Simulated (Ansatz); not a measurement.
Born–Oppenheimer molecular dynamics of BFH₄O (7 atoms, charge 0, multiplicity 1). It starts at the highest image of a converged band. Of that band: Neighbouring images differ by up to 1.7 eV, so the band resolves the path poorly. A vibrational analysis at the climbing image gives one clearly imaginary mode, 1372i cm⁻¹: a first-order saddle point.

All numbers below come from RKS PBE0/def2-SVP in Ansatz.

```json
{"ensemble": "NVE (velocity Verlet)", "time step": "0.5 fs", "steps asked": "200", "starting velocities drawn for": "100 K", "seed": "5850"}
```

First frame:

```xyz
7
Properties=species:S:1:pos:R:3
B 0.031 -0.239 0.017
H -0.104 0.142 1.338
H 1.021 0.303 -0.409
F -1.155 -0.070 -0.609
O 0.263 -1.732 0.396
H -0.575 -2.197 0.262
H 0.040 -0.894 1.289
```

**Question.** How far do the bonds stretch over the last three quarters of this one trajectory? (Pairs bonded in most of those frames.)

**Answer.** 
| bond | mean (Å) | spread (Å) | shortest | longest |
| --- | --- | --- | --- | --- |
| B1–H2 | 1.212 | 0.024 | 1.17 | 1.25 |
| B1–H3 | 1.212 | 0.009 | 1.19 | 1.23 |
| B1–F4 | 1.337 | 0.024 | 1.31 | 1.40 |
| O5–H6 | 0.969 | 0.029 | 0.92 | 1.02 |
| O5–H7 | 0.972 | 0.032 | 0.92 | 1.03 |

Mean temperature of the second half: 509 K. The conserved energy stayed within 0.33 meV per atom of its start (net change 0.1 meV per atom), so the integration is sound. The kinetic energy rose, since the run started high on the potential surface and went downhill. It ends in pieces (BFH2 + H2O), so much of that is their flight and rotation, not heat. A run of 0.1 ps of so small a system gives no equilibrium averages. The orbitals stay closed-shell, which can raise the energy where a bond breaks towards radicals; this wasn't checked here.

Time of the run: 4.8 min on 1 thread of Arm Neoverse V1 (shared host), peak memory 0.1 GiB.
